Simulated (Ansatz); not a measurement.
Cost and result for the atomization energy of C₃H₄FN, SMILES `FC1C=NC1` (9 atoms, 9 bonds).

| atom | x (Å) | y (Å) | z (Å) |
| --- | --- | --- | --- |
| F1 | 0.5570 | 1.6386 | -0.8075 |
| C2 | 0.5794 | 0.3620 | -0.3092 |
| C3 | 0.2322 | 0.1567 | 1.1342 |
| N4 | -0.7422 | -0.6572 | 0.9740 |
| C5 | -0.6828 | -0.5005 | -0.5054 |
| H6 | 1.5133 | -0.1124 | -0.6258 |
| H7 | 0.6582 | 0.4911 | 2.0782 |
| H8 | -0.5806 | -1.4414 | -1.0504 |
| H9 | -1.5343 | 0.0631 | -0.8881 |

The species carries charge 0 and has multiplicity 1. The geometry is a stationary point of PBE0-D4/def2-TZVP. Program: Ansatz. All runs use 2 threads of an Arm Neoverse V2 on a shared host. Times are those of one run each, without the atoms' runs, and a repeat can differ threefold. Electronic energies, without spin–orbit coupling; frozen cores. CCSD(T)/CBS adds CCSD(T) − MP2 in def2-TZVPP to the MP2 limit, and its time is that of the two runs behind it. T1 = 0.012; the RHF reference is unstable towards UHF. B3LYP takes the VWN-RPA correlation (the form of Gaussian; ORCA's B3LYP/G).

CCSD(T)/CBS is a level of theory with its own doubt, some kJ/mol a heavy atom from the limit and from the frozen cores, so smaller differences don't rank the functionals.

```
                             level  functions  wall time  atomization (kJ/mol)  difference from CCSD(T)/CBS  per bond
              revPBE-D4/def2-TZVPP        211        2 s                3742.5                         51.2       5.7
                BLYP-D4/def2-TZVPP        211        2 s                3726.6                         35.3       3.9
               BHLYP-D4/def2-TZVPP        211      2.9 s                3540.8                       -150.5     -16.7
 B3LYP-D4/def2-TZVPP (with forces)        211        4 s                3701.4                         10.1       1.1
                  CCSD(T)/def2-SVP         90      4.4 s                3511.3                       -180.0     -20.0
r2SCAN-D4/def2-TZVPP (with forces)        211      4.7 s                3703.0                         11.7       1.3
                 B2PLYP/def2-TZVPP        211      5.5 s                3665.6                        -25.7      -2.8
               PBE-QIDH/def2-TZVPP        211        6 s                3687.8                         -3.5      -0.4
                ωB97X-V/def2-TZVPP        211        8 s                3717.5                         26.2       2.9
                 B97M-V/def2-TZVPP        211      8.5 s                3700.9                          9.6       1.1
                    MP2/def2-QZVPP        405       23 s                3746.2                         54.9       6.1
                CCSD(T)/def2-TZVPP        211      110 s                3587.9                       -103.4     -11.5
                 CCSD(T)/CBS(def2)          –    2.2 min                3691.3                          0.0       0.0
```

In def2-TZVPP, CCSD(T) changes the Hartree–Fock value by +1046.1 kJ/mol (the triples alone add +75.2 kJ/mol) and MP2 by +1143.3 kJ/mol; breaking electron pairs costs correlation energy, which Hartree–Fock lacks. Leaving LDA and LC-ωPBE aside and taking each functional with its dispersion term where it has one, the values, not all of them listed here, spread over 318.0 kJ/mol, from BHLYP-D4 to PBE-D4. LDA lies +515.7 kJ/mol from PBE without D4, its usual overbinding. At CCSD(T), def2-SVP lies −180.0 kJ/mol from the extrapolated value and def2-TZVPP −103.3 kJ/mol: correlation converges slowly with the basis, and small sets miss more of it in the bonded molecule than in its fragments.
